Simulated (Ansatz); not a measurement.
**CH3Al+ (doublet): the correlation ladder, cc-pVDZ**

Aim: climb from Hartree-Fock through coupled cluster for CH3Al+ (doublet) at one geometry and basis, and see what each rung misses.

Computed with Ansatz 0.2.0, Gaussian basis. Level: cc-pVDZ, core rule «outside noble gas», up to 6 orbitals frozen.

Plan: UHF; CCSD(T) on ROHF; CCSD(T) on UHF; BCCD(T) on ROHF; CISD as a restricted active space (open shells left free, so some higher excitations enter); CCSDT(Q) on ROHF; CCSDT(Q) on UHF.

29 further runs of the same task are left out: 6 for a known fault of the program, 7 that didn't finish, 16 set aside as unsound or not needed. Runs told in other sessions of the task aren't counted.

### 1 The system

The geometry is a PBE0/def2-TZVP stationary point (not a proven minimum) of the parent state, kept for this charge and spin.

5 atoms, charge 1, spin multiplicity 2.

Atoms are counted from 1 here; the program's logs count them from 0.

Bond lengths: Al1–C2 2.001 Å, C2–H3 1.094 Å, C2–H4 1.089 Å, C2–H5 1.089 Å. Angles: Al1–C2–H3 105.2°, Al1–C2–H4 110.8°, Al1–C2–H5 110.8°, H3–C2–H4 109.3°, H3–C2–H5 109.3°, H4–C2–H5 111.3°.

### 2 UHF

The input, in.yaml:

```yaml
crystal:
  periodic: [false, false, false]
  atoms:
    - {symbol: Al, position_ang: [0.000864, 0.000000, 0.741532]}
    - {symbol: C, position_ang: [0.005120, 0.000000, -1.259674]}
    - {symbol: H, position_ang: [-1.050665, -0.000005, -1.547975]}
    - {symbol: H, position_ang: [0.483252, 0.899581, -1.645861]}
    - {symbol: H, position_ang: [0.483261, -0.899577, -1.645861]}
basis:
  gaussian: {orbitals: cc-pVDZ}
total_charge: 1
magnetization: {spin_polarized: true, initial_magnetization: 1}
hamiltonian: {xc: hf}
output: {orbitals: {seedname: orbitals}}
```

The run is started by

```
ansatz run in.yaml --threads 1 --pin off --events-out ev --progress --plain --max-ram 2393MiB
```

Further steps of the session: CCSD(T) on ROHF; CCSD(T) on UHF; BCCD(T) on ROHF; CISD as a restricted active space (open shells left free, so some higher excitations enter); CCSDT(Q) on ROHF; CCSDT(Q) on UHF.

Before running them: what should the planned runs give, taken together? Wanted: UCCSDT(Q) from the RHF energy; RMP2 from UCCSDT(Q); UMP2 from UCCSDT(Q); RCCSD from UCCSDT(Q); RCCSD(T) from UCCSDT(Q); UCCSD(T) from UCCSDT(Q); RCCSDT(Q) from UCCSDT(Q); T1 diagnostic.

As calculated:

| quantity | value |
| --- | --- |
| UCCSDT(Q) from the ROHF energy | -5.6817 eV |
| RMP2 from UCCSDT(Q) | +20.54 kcal/mol |
| UMP2 from UCCSDT(Q) | +20.93 kcal/mol |
| RCCSD from UCCSDT(Q) | +4.38 kcal/mol |
| RCCSD(T) from UCCSDT(Q) | +0.64 kcal/mol |
| UCCSD(T) from UCCSDT(Q) | +0.64 kcal/mol |
| RCCSDT(Q) from UCCSDT(Q) | +0.02 kcal/mol |
| levels within 1 kcal/mol (43 meV) | RCCSD(T), UCCSD(T), BCCD(T), RCCSDT, UCCSDT, RCCSDT(Q) |
| T1 diagnostic | 0.031 |

What this shows: RCCSD(T) misses by +0.64 kcal/mol, 0.5 % of the correlation energy. These misses are within one basis, not against nature; the frozen cores of restricted and unrestricted runs differ, which can shift their rows.

With open shells the CI space here admits some higher excitations, so it is larger than plain CISD.
